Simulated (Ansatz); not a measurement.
A made-up structure of CH₅AlN, doublet:

```json
{"atom": "N1", "x (Å)": "0.6979", "y (Å)": "0.5036", "z (Å)": "-0.0554"}
{"atom": "C2", "x (Å)": "-0.7770", "y (Å)": "0.1751", "z (Å)": "-0.1912"}
{"atom": "Al3", "x (Å)": "0.1679", "y (Å)": "-0.8050", "z (Å)": "1.3103"}
{"atom": "H4", "x (Å)": "-1.4175", "y (Å)": "1.0096", "z (Å)": "-0.0604"}
{"atom": "H5", "x (Å)": "-1.0245", "y (Å)": "-0.3122", "z (Å)": "-1.0994"}
{"atom": "H6", "x (Å)": "0.8291", "y (Å)": "1.4943", "z (Å)": "0.1489"}
{"atom": "H7", "x (Å)": "1.2090", "y (Å)": "0.2454", "z (Å)": "-0.8995"}
{"atom": "H8", "x (Å)": "0.2309", "y (Å)": "-2.3419", "z (Å)": "0.8531"}
```

It is relaxed with PBE-D4/def2-SVP and then PBE0-D4/def2-TZVP (Ansatz 0.2.0). Atoms count as bonded within 1.22 times the sum of their covalent radii (H–H: 0.88 Å). The end point is not checked to be a true minimum.

Task: Does its bonding change? (A judgement: the text doesn't fix the answer.)

Result: By the calculation: No: no bond forms or breaks.

Where it ends: The first stage lowers the energy by 0.31 eV in 7 steps. It ends as CH₅AlN ([CH2]1[NH2][AlH]1):
N1  (0.661, 0.461, -0.067)
C2  (-0.829, 0.196, -0.184)
Al3  (-0.069, -0.853, 1.293)
H4  (-1.395, 1.111, -0.028)
H5  (-1.073, -0.238, -1.151)
H6  (0.892, 1.425, 0.128)
H7  (1.194, 0.149, -0.867)
H8  (0.534, -2.282, 0.884)
(Å)

Labels in which every atom is bracketed show which atoms are joined, not bond orders.

For scale, one of the runs: PBE0-D4/def2-TZVP relaxation, 129 basis functions, launched by `ansatz run in.yaml --threads 2 --pin off --events-out ev --progress --plain --max-ram 4352MiB`. The run took about 33 s on 2 CPU threads of an Arm Neoverse V1 (shared host).
